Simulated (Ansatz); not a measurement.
## Ansatz (development build ahead of 0.2.0) run

```yaml
crystal:
  periodic: [false, false, false]
  atoms:
    - { symbol: O, position_ang: [0.0, 0.0, 0.0] }
    - { symbol: F, position_ang: [0.0, 0.0, 1.354] }
basis:
  gaussian: { orbitals: def2-SVP }
magnetization:
  spin_polarized: true
  initial_magnetization: 1
hamiltonian:
  xc: hf
correlation:
  method: mp2
  frozen_orbitals: { F: 1, O: 1 }
```

The input is written out in the form of the current development build from the run's settings.

The run gave:

```
Converged                                                          : yes
Reference energy                                                   : -173.97573 hartree
Correlation energy                                                 : -0.33496 hartree
Total energy                                                       : -174.31069 hartree
Spin squared of the determinant                                    : 0.768
Stability test                                                     : minimum
Occupied orbitals by symmetry in an Abelian subgroup (alpha; beta) : 5 A1 2 B1 2 B2; 5 A1 2 B1 1 B2
```

Messages of the program:
```
mean field -4734.12071945 eV, -173.9757275374 hartree, gradient 7.3e-6 eV, S^2 0.768490; 2 other ends of a descent, 0 dependent functions left out
```
